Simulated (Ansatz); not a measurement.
System: hcp Be. Method: PBE-D4 (PAW; Ansatz, an electronic-structure program).

Settings: plane-wave cutoff 520 eV, 30×30×16 k mesh (along the axes of the cell as run), Fermi–Dirac smearing 0.05 eV, scalar-relativistic PAW data made under PBE.

Response to compression and expansion:

Shape and atoms are relaxed at each volume.

| V (Å³/atom) | P (GPa) | c (Å) | a (Å) |
|---|---|---|---|
| 7.455 | 5.51 | 3.498 | 2.218 |
| 7.610 | 2.64 | 3.520 | 2.234 |
| 7.765 | 0.00 | 3.542 | 2.250 |
| 7.921 | -2.42 | 3.563 | 2.266 |
| 8.076 | -4.64 | 3.585 | 2.281 |

Note: the bulk modulus comes from volumes at which shape and atoms were relaxed.
